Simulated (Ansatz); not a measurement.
The same path of AlClH2 + H2 (6 atoms, charge 0, multiplicity 1) was run 3 times with different band settings. Lost on the way: Al1–Cl2, H5–H6. Made: Al1–H5, Cl2–H6.

These are results of Ansatz, RKS r2SCAN-D4/def2-mTZVP, not measurements.

Relaxed end points:

```xyz
6
Properties=species:S:1:pos:R:3
Al 0.001 0.200 0.210
Cl -0.017 0.880 2.209
H 1.402 0.066 -0.500
H -1.390 -0.020 -0.497
H 0.082 -2.292 0.510
H 0.068 -2.100 1.233
```

```xyz
6
Properties=species:S:1:pos:R:3
Al 0.021 -0.440 -0.339
Cl 0.009 -0.066 2.300
H 1.375 0.342 -0.627
H -1.379 0.255 -0.627
H 0.070 -2.020 -0.109
H 0.048 -1.337 2.568
```

Common settings: movable images 5; climbing image yes; start path through a guess of the saddle point; force threshold 0.03 eV/Å; iteration limit 60; end points relaxed.

| run | spring | optimiser | largest step |
| --- | --- | --- | --- |
| 1 | 5.0 eV/Å² | quadratic models (default) | default |
| 2 | 5.0 eV/Å² | fire | 0.5 Å |
| 3 | 2.0 to 10.0 eV/Å², energy-weighted | quadratic models (default) | default |

(1) What does each run give, and how far can it be trusted?

Results:

(1) Run 1: converged after 7 iterations, highest image 1.523 eV above the first end. A vibrational analysis at the climbing image gives one clearly imaginary mode, 419i cm⁻¹: a first-order saddle point.
Run 2: converged after 38 iterations, highest image 1.523 eV above the first end. Another band between the same ends (5 images) ends at a top of the same energy, where a vibrational analysis finds 1 clearly imaginary mode.
Run 3: converged after 11 iterations, highest image 1.523 eV above the first end. Another band between the same ends (5 images) ends at a top of the same energy, where a vibrational analysis finds 1 clearly imaginary mode.
The orbitals stay closed-shell, which can raise the energy where a bond breaks towards radicals; this wasn't checked here.
